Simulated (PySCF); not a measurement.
Input of a run (PBE0-D3(BJ)/def2-SVP geometry optimisation, gas phase (PySCF 2.14.0)), started from GFN2-xTB:
```
{"job": {"xc": "PBE0", "basis": "def2-SVP", "d3": "d3bj", "grid": 1, "shake": 0.01, "kind": "geom"}, "charge": 0, "multiplicity": 1}
C     -1.125580    -0.074680    -0.116400
C      0.253450     0.420010     0.006680
Cl     0.466020     2.135300    -0.041000
C      1.365680    -0.337940     0.145520
F      1.225730    -1.686980     0.179820
H     -1.758910     0.362930     0.682510
H     -1.164000    -1.136760    -0.080190
H     -1.553750     0.293830    -1.070460
H      2.349170     0.007140     0.259790
```

Output (energies in Eh, forces in Eh/bohr):
```
step   0  E = -676.04868040  max force = 0.058416
step   1  E = -676.05134181  max force = 0.018303
step   2  E = -676.05101427  max force = 0.009142
step   3  E = -676.05202608  max force = 0.004897
step   4  E = -676.05208041  max force = 0.002249
step   5  E = -676.05222323  max force = 0.000473
step   6  E = -676.05225446  max force = 0.000553
step   7  E = -676.05230863  max force = 0.000725
step   8  E = -676.05233631  max force = 0.000690
step   9  E = -676.05235166  max force = 0.000235
step  10  E = -676.05235488  max force = 0.000110
optimisation converged
```

Question: Summarise the run.

Answer: The energy falls by 2.3 kcal/mol over 11 energy and gradient evaluations, the largest force component goes from 0.0584 to 1.1e-04 Eh/bohr, and the atoms move by 0.026 Å rms after alignment. The bond that changes most is C4–H9 (vinylic C–F carbon to vinylic hydrogen), which lengthens by 0.044 Å. Bonds longer at the end by more than 0.005 Å: 4 of 8; shorter: 4. Among the angles that change most is C2–C4–F5, from 118.3° to 121.2°. The energy rose by more than 1e-6 Eh at step 2. The first step brought 72 % of the lowering.

Question: What are the final bond lengths?

Answer: C1–C2 1.487 Å, C2–Cl3 1.736 Å, C2=C4 1.334 Å, C4–F5 1.331 Å, C1–H6 1.101 Å, C1–H7 1.098 Å, C1–H8 1.101 Å, C4–H9 1.092 Å. Numbering counts from 1 in the input's order; the species is `C/C(Cl)=C\F`.

The run used 94 basis functions and 73 SCF cycles in all.

Whether it is a minimum is left open (no frequencies).
